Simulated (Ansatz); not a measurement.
Born–Oppenheimer molecular dynamics of H2S2 (4 atoms, charge 0, multiplicity 1). It starts from a relaxed structure.

All numbers below come from RKS PBE-D4/def2-SVP (Ansatz).

* ensemble: NVE (velocity Verlet)
* time step: 0.5 fs
* steps asked: 250
* starting velocities drawn for: 300 K
* masses: H 2.014 u
* seed: 719307

Frames 2.5 fs apart, positions in Å, forces in eV/Å.

Velocities at 80.0 fs (Å/ps):

```
S 0.07 -0.84 -0.47
S -0.49 2.27 -0.17
H -0.47 -12.37 5.37
H 7.19 -10.48 4.71
```

```xyz
4
Properties=species:S:1:pos:R:3:forces:R:3 time_fs=80.0 energy_less_start_eV=0.029 T=189
S 0.813 -0.846 0.154 0.08 0.52 -0.12
S 0.058 1.144 0.070 -0.02 -0.41 -0.53
H -0.145 -1.355 0.968 -0.24 -0.11 0.10
H -0.520 1.065 -1.196 0.18 0.00 0.55
4
Properties=species:S:1:pos:R:3:forces:R:3 time_fs=82.5 energy_less_start_eV=0.026 T=199
S 0.813 -0.847 0.153 -0.24 0.36 0.20
S 0.056 1.149 0.069 0.19 -0.52 -0.09
H -0.148 -1.387 0.982 0.10 0.14 -0.21
H -0.500 1.039 -1.178 -0.05 0.03 0.10
4
Properties=species:S:1:pos:R:3:forces:R:3 time_fs=85.0 energy_less_start_eV=0.046 T=124
S 0.813 -0.848 0.152 -0.42 0.23 0.40
S 0.055 1.153 0.068 0.42 -0.58 0.44
H -0.148 -1.414 0.990 0.30 0.32 -0.39
H -0.482 1.014 -1.157 -0.31 0.03 -0.45
4
Properties=species:S:1:pos:R:3:forces:R:3 time_fs=87.5 energy_less_start_eV=0.059 T=73
S 0.812 -0.849 0.152 -0.33 0.22 0.39
S 0.055 1.157 0.068 0.49 -0.64 0.62
H -0.140 -1.433 0.986 0.26 0.35 -0.37
H -0.473 0.990 -1.149 -0.41 0.06 -0.64
4
Properties=species:S:1:pos:R:3:forces:R:3 time_fs=90.0 energy_less_start_eV=0.053 T=94
S 0.810 -0.849 0.152 -0.01 0.34 0.18
S 0.056 1.159 0.069 0.31 -0.75 0.25
H -0.125 -1.441 0.972 -0.02 0.24 -0.14
H -0.476 0.968 -1.159 -0.27 0.16 -0.30
4
Properties=species:S:1:pos:R:3:forces:R:3 time_fs=92.5 energy_less_start_eV=0.059 T=73
S 0.809 -0.849 0.153 0.40 0.53 -0.12
S 0.058 1.159 0.070 0.04 -0.87 -0.31
H -0.110 -1.442 0.953 -0.39 0.05 0.18
H -0.487 0.951 -1.176 -0.04 0.29 0.25
4
Properties=species:S:1:pos:R:3:forces:R:3 time_fs=95.0 energy_less_start_eV=0.071 T=26
S 0.808 -0.847 0.154 0.62 0.61 -0.27
S 0.059 1.158 0.071 -0.14 -0.92 -0.65
H -0.107 -1.441 0.940 -0.58 -0.06 0.34
H -0.499 0.943 -1.187 0.10 0.37 0.58
4
Properties=species:S:1:pos:R:3:forces:R:3 time_fs=97.5 energy_less_start_eV=0.058 T=76
S 0.808 -0.844 0.154 0.46 0.48 -0.14
S 0.060 1.155 0.071 -0.14 -0.85 -0.61
H -0.120 -1.442 0.937 -0.42 0.02 0.21
H -0.508 0.945 -1.182 0.10 0.35 0.54
4
Properties=species:S:1:pos:R:3:forces:R:3 time_fs=100.0 energy_less_start_eV=0.036 T=162
S 0.809 -0.841 0.154 0.08 0.22 0.15
S 0.061 1.151 0.069 0.03 -0.68 -0.21
H -0.146 -1.442 0.939 -0.05 0.21 -0.08
H -0.515 0.957 -1.161 -0.06 0.25 0.15
4
Properties=species:S:1:pos:R:3:forces:R:3 time_fs=102.5 energy_less_start_eV=0.031 T=180
S 0.810 -0.837 0.155 -0.26 0.01 0.36
S 0.062 1.145 0.067 0.28 -0.45 0.33
H -0.173 -1.436 0.939 0.27 0.33 -0.31
H -0.524 0.977 -1.136 -0.29 0.11 -0.38
4
Properties=species:S:1:pos:R:3:forces:R:3 time_fs=105.0 energy_less_start_eV=0.027 T=196
S 0.811 -0.833 0.155 -0.38 -0.08 0.38
S 0.064 1.139 0.066 0.39 -0.24 0.58
H -0.193 -1.420 0.930 0.37 0.31 -0.35
H -0.541 1.001 -1.121 -0.39 0.02 -0.61
4
Properties=species:S:1:pos:R:3:forces:R:3 time_fs=107.5 energy_less_start_eV=0.007 T=272
S 0.811 -0.829 0.157 -0.23 -0.05 0.20
S 0.066 1.132 0.066 0.23 -0.07 0.32
H -0.202 -1.395 0.911 0.21 0.14 -0.20
H -0.570 1.025 -1.124 -0.22 -0.02 -0.33
```

Of the whole run (125 fs, mean temperature of the second half 144 K): The conserved energy stayed within 0.043 meV per atom of its start (net change 0.029 meV per atom), so the integration is sound. The temperature averaged 0.48 of the 300 K drawn at the start: a run that starts near a minimum puts about half its kinetic energy into the potential. A run of 0.12 ps of so small a system gives no equilibrium averages.

The run took 120 s on 1 thread of Arm Neoverse V1 (shared host), peak memory 0.085 GiB.
